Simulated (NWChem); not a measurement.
Species: CH$_{4}$S cation, doublet; SMILES of the neutral closed-shell parent SC

```xyz
6

C     -1.0465    -0.4407     0.0556
S      0.5483     0.3184    -0.0382
H     -1.1297    -0.9973     1.0095
H     -1.8042     0.3515    -0.0113
H     -1.1519    -1.1698    -0.7713
H      1.3242    -0.8019     0.0590
```
Atoms are numbered in this order, from 1.

Level: PBE0/def2-SVP, spin-unrestricted (NWChem), optimised geometry, unscaled harmonic frequencies. The spin multiplicity was typed, not searched, and may not be the lowest.

```tsv
frequency (cm⁻¹)	IR intensity (km/mol)
207	11.6
736	4.3
790	8.0
815	5.5
1089	16.5
1277	42.0
1374	38.4
1396	16.6
2625	43.3
3008	78.7
3098	42.2
3209	41.6
```

The zero-point energy is 28.0 kcal/mol and the thermal correction to the enthalpy at 298.15 K (with zero-point energy) comes out as 30.9 kcal/mol. The heat capacity Cv is 10.5 cal/(mol K) and the entropy at 298.15 K and 1 atm (symmetry number 1, electronic part: spin degeneracy alone) is 62.2 cal/(mol K).

Rigid rotor and harmonic oscillator.
